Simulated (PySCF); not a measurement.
This PySCF input (PBE/def2-SVP) gives -151.26973 Eh with 38 basis functions.

```python
import numpy as np, basis_set_exchange as bse
from pyscf import gto, scf, dft, df

basis = {'H': gto.basis.parse(bse.get_basis('def2-SVP', elements=['H'], fmt='nwchem')), 'O': gto.basis.parse(bse.get_basis('def2-SVP', elements=['O'], fmt='nwchem'))}
mol = gto.M(
    atom='''
    O     0.01545466    0.72381182   -0.07020381
    O    -0.01124373   -0.72607760   -0.04190313
    H     0.80569804    0.89668240    0.46138431
    H    -0.83938551   -0.87855617    0.43547118
    ''',
    basis=basis,
    charge=0,
    verbose=4,
    max_memory=1839,
)
mf = dft.RKS(mol, xc='pbe')
mf.grids.level = 3
mf = mf.density_fit(auxbasis=df.autoaux(mol))
mf.conv_tol = 1e-9
mf.max_cycle = 100
print('smallest overlap eigenvalue', np.linalg.eigvalsh(mol.intor('int1e_ovlp'))[0])
mf.kernel()
dip = mf.dip_moment()
```

Change:
```diff
- basis = {'H': gto.basis.parse(bse.get_basis('def2-SVP', elements=['H'], fmt='nwchem')), 'O': gto.basis.parse(bse.get_basis('def2-SVP', elements=['O'], fmt='nwchem'))}
+ basis = {'H': gto.basis.parse(bse.get_basis('aug-cc-pVQZ', elements=['H'], fmt='nwchem')), 'O': gto.basis.parse(bse.get_basis('aug-cc-pVQZ', elements=['O'], fmt='nwchem'))}
```

Question: What does the run give now?

Answer: -151.47589 Eh (PBE/aug-cc-pVQZ, 252 functions), a change of -206.16 mEh.
